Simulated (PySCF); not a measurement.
C₄H₁₁OP.
SMILES with atom numbers: `[CH3:1][CH2:2][PH:3](=[O:4])[CH2:5][CH3:6]` (hydrogens: H7, H8, H9 on C1; H10, H11 on C2; H12 on P3; H13, H14 on C5; H15, H16, H17 on C6)

The same species was optimised twice, with GFN2-xTB and with PBE0-D3(BJ)/def2-SVP (PySCF), and the same property calculations (PySCF, gas phase) were run on both structures.

```
     coordinate  GFN2-xTB  PBE0-D3(BJ)/def2-SVP  change
      P3=O4 (Å)     1.465                 1.496  +0.031
      P3–C5 (Å)     1.834                 1.824  -0.010
      C2–P3 (Å)     1.832                 1.822  -0.010
      C1–C2 (Å)     1.519                 1.521  +0.002
      C5–C6 (Å)     1.522                 1.523  +0.001
   P3–C5–C6 (°)     108.1                 111.1    +3.0
   C2–P3–C5 (°)     108.4                 106.7    -1.7
   C1–C2–P3 (°)     114.5                 115.6    +1.1
   C2–P3–O4 (°)     113.6                 114.8    +1.2
   O4–P3–C5 (°)     114.0                 113.9    -0.1
C1–C2–P3–O4 (°)      -172                  -175      -3
C2–P3–C5–C6 (°)      -178                   175      -7
```

Rotational constants: A = 4247, B = 1936, C = 1448 MHz (GFN2-xTB) against A = 4171, B = 1933, C = 1433 MHz (PBE0-D3(BJ)/def2-SVP). Point groups within 0.08 Å: C1 and C1.

On the GFN2-xTB structure: HOMO (eV) -7.50 [PBE0/pcSseg-1]; LUMO (eV) 1.08 [PBE0/pcSseg-1]; dipole (D) 4.10 [PBE0/pcSseg-1]; GIAO shielding of C1/C6 (mean) (ppm) 179.2 [PBE0/pcSseg-1]; GIAO shielding of C2/C5 (mean) (ppm) 160.4 [PBE0/pcSseg-1]; GIAO shielding of P3 (ppm) 306.5 [PBE0/pcSseg-1]; GIAO shielding of O4 (ppm) 245.9 [PBE0/pcSseg-1].

**Question.** What do these properties become on the PBE0-D3(BJ)/def2-SVP structure?

**Answer.** 
| property | level | on GFN2-xTB | on PBE0-D3(BJ)/def2-SVP | change |
| --- | --- | --- | --- | --- |
| HOMO (eV) | PBE0/pcSseg-1 | -7.50 | -7.47 | +0.03 |
| LUMO (eV) | PBE0/pcSseg-1 | 1.08 | 1.00 | -0.08 |
| dipole (D) | PBE0/pcSseg-1 | 4.10 | 4.24 | +0.14 |
| energy, GFN2-xTB geometry as zero (kcal/mol) | PBE0/pcSseg-1 | 0.0 | -1.8 | -1.8 |
| GIAO shielding of C1/C6 (mean) (ppm) | PBE0/pcSseg-1 | 179.2 | 177.2 | -2.0 |
| GIAO shielding of C2/C5 (mean) (ppm) | PBE0/pcSseg-1 | 160.4 | 159.3 | -1.1 |
| GIAO shielding of P3 (ppm) | PBE0/pcSseg-1 | 306.5 | 303.8 | -2.7 |
| GIAO shielding of O4 (ppm) | PBE0/pcSseg-1 | 245.9 | 238.1 | -7.8 |

The heavy atoms differ by 0.060 Å rms after alignment. Among bonds between heavy atoms P3=O4 changes most (+0.031 Å). Changes are differences of the printed values. Neither structure is proved a minimum here.

Conformer computed: `[CH3:1][CH2:2][PH:3](=[O:4])[CH2:5][CH3:6]`: C1–C2–P3–O4 -175°, C2–P3–C5–C6 175°.
